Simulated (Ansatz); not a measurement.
# BCl (SMILES [B]Cl) at MP2/def2-TZVPPD

What is the vertical ionisation energy of BCl at MP2/def2-TZVPPD? 

Program for the calculation: Ansatz 0.2.0.

40 further runs of the same task are left out: 40 set aside as unsound or not needed.

## (1) The structure to begin with

The species is BCl (2 atoms), meant as a singlet with charge 0. As SMILES, `[B]Cl`. Geometry: relaxed at PBE0-D4/def2-TZVP.

Bond lengths: B1–Cl2 1.718 Å.

## (2) A single-point energy at MP2/def2-TZVPPD

Input file molecule.yaml:

```yaml
crystal:
  periodic: [false, false, false]
  atoms:
    - symbol: B
      position_ang: [-0.000000, -0.000000, -0.069660]
    - symbol: Cl
      position_ang: [0.000000, 0.000000, 1.648190]
basis:
  gaussian: {orbitals: def2-TZVPPD.json}
correlation: {method: mp2, frozen_orbitals: {B: 1, Cl: 5}}
accuracy: high
```

The basis set def2-TZVPPD is read from a file made from the Basis Set Exchange's data (not shown).

On the command line:

```bash
$ ansatz run molecule.yaml --threads 1 --pin off --max-ram 3480MiB --events-out events.jsonl --progress --plain --runs-dir runs
```

Log:

```text
Warning: RAYON_NUM_THREADS=1 ignored (pool sized by the plan → 1); use --threads N
Functional definition: HF
  name "HF"
  exchange = exact_x
  correlation = 0
1174 factors; integrals over basis functions are off by at most 3.0e-9 eV
mean field evaluation 1: about -13173.8872 eV, gradient 1.0e1 eV
mean field evaluation 2: about -13173.8882 eV, gradient 1.0e1 eV
mean field evaluation 4: about -13174.3396 eV, gradient 1.6e0 eV
mean field evaluation 8: about -13174.3598 eV, gradient 1.5e-4 eV
mean field -13174.35980509 eV, -484.1487929353 hartree, gradient 2.6e-8 eV, S^2 0.000000; 0 other end points of the search recorded, 0 dependent functions left out; unrestricted orbitals would lower it
mean field evaluation 16: about -13174.3483 eV, gradient 3.7e0 eV
6 core orbitals not correlated: weight in the atoms' cores, before any rotation towards them, 1.000 or more for the frozen orbitals, at most 0.000 for the correlated occupied ones
reference -13174.35980509 eV, -484.1487929353 hartree; 5, 5 occupied and 77, 77 virtual orbitals, 1174 factors
second order -7.10746074 eV of doubles, -0.00000000 eV of singles
Total energy: -13181.46726584 eV, -484.4099873000 hartree
```

Run time: 1.4 s. Hardware: 1 thread of Arm Neoverse V1, shared host; peak memory 0.14 GiB.

## (3) The doublet cation at the same level

Input file job.yaml:

```yaml
basis:
  gaussian:
    orbitals: def2-TZVPPD.json
crystal:
  periodic: [false, false, false]
  atoms:
    - symbol: B
      position_ang: [-0.000000, -0.000000, -0.069660]
    - symbol: Cl
      position_ang: [0.000000, 0.000000, 1.648190]
total_charge: 1
magnetization:
  spin_polarized: true
  initial_magnetization: 1
correlation:
  method: mp2
  frozen_orbitals: {B: 1, Cl: 5}
accuracy: high
```

The basis set def2-TZVPPD is read from a file made from the Basis Set Exchange's data (not shown).

On the command line:

```bash
$ ansatz run job.yaml --threads 1 --pin off --max-ram 3480MiB --events-out events.jsonl --progress --plain --runs-dir runs
```

Log:

```text
Warning: RAYON_NUM_THREADS=1 ignored (pool sized by the plan → 1); use --threads N
[... 4 set-up lines as earlier in the session ...]
1174 factors; integrals over basis functions are off by at most 3.0e-9 eV
mean field evaluation 1: about -13162.2731 eV, gradient 2.0e1 eV
mean field evaluation 2: about -13162.2768 eV, gradient 2.0e1 eV
mean field evaluation 4: about -13165.1998 eV, gradient 2.8e0 eV
mean field evaluation 8: about -13165.3578 eV, gradient 2.6e-1 eV
mean field evaluation 16: about -13165.3603 eV, gradient 2.9e-8 eV
mean field -13165.36025502 eV, -483.8180655704 hartree, gradient 2.9e-8 eV, S^2 0.760363; 0 other end points of the search recorded, 0 dependent functions left out
6 core orbitals not correlated: weight in the atoms' cores, before any rotation towards them, 1.000 or more for the frozen orbitals, at most 0.000 for the correlated occupied ones
reference -13165.36025502 eV, -483.8180655704 hartree; 5, 4 occupied and 77, 78 virtual orbitals, 1174 factors
second order -6.25453256 eV of doubles, -0.00000000 eV of singles
Total energy: -13171.61478758 eV, -484.0479154023 hartree
```

It took 1.6 s on 1 thread of Arm Neoverse V1, shared host; peak memory 0.16 GiB.

## (4) Results

At MP2/def2-TZVPPD, 6 core orbitals frozen:

```
                                                   quantity          value
                                  singlet BCl: total energy  -484.40999 Eh
   singlet BCl: correlation energy (6 core orbitals frozen)     -261.2 mEh
                               doublet cation: total energy  -484.04792 Eh
doublet cation: correlation energy (6 core orbitals frozen)     -229.8 mEh
          doublet cation: ⟨S²⟩ of the reference determinant          0.760
         vertical ionisation energy (to the doublet cation)       9.852 eV
```

In words: Removing an electron at fixed nuclei costs 9.85 eV (227 kcal/mol). The restricted solution (singlet BCl) is unstable to spin breaking: an unrestricted one lies lower.
